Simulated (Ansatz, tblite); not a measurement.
Cost and result up the ladder for Si(NH2)2 (SiN2H4) (7 atoms). Total charge 0; singlet. Geometry: PBE0-D4/def2-TZVP.

```xyz
7

Si    0.6950   -0.5646    0.6969
N    -1.0104   -0.6576    0.5292
H    -1.5431   -1.2886    1.1045
H    -1.5989   -0.1374   -0.1046
N     1.0513    0.6244   -0.4882
H     2.0019    0.9158   -0.6447
H     0.4043    1.1080   -1.0933
```

Ansatz on 4 threads of Arm Neoverse V2 on a shared host; xTB runs through tblite on one thread. Times are rough, summed over both states, and most runs start from the orbitals of an earlier one. PBE0-D4/def2-TZVP serves as the yardstick here, not as an exact answer. The other state is a triplet.

The xTB rows come from tblite.

xTB has no spin-polarisation term.

| level | functions | wall time |
| --- | --- | --- |
| GFN2-xTB | 21 | 0.004 s |
| GFN1-xTB | 25 | 0.005 s |
| PBE-D4/def2-TZVP | 123 | 1.4 s |
| PBE0-D4/def2-TZVP | 123 | 1.7 s |
| r2SCAN-D4/def2-TZVP (with forces) | 123 | 2.8 s |

(1) Estimate what each level gives for the vertical triplet (eV).

Results:

(1) 
```csv
level,vertical triplet (eV),difference from PBE0-D4/def2-TZVP (eV)
GFN2-xTB,3.44,0.17
GFN1-xTB,4.22,0.95
PBE-D4/def2-TZVP,3.37,0.10
PBE0-D4/def2-TZVP,3.27,0.00
r2SCAN-D4/def2-TZVP (with forces),3.14,-0.13
```
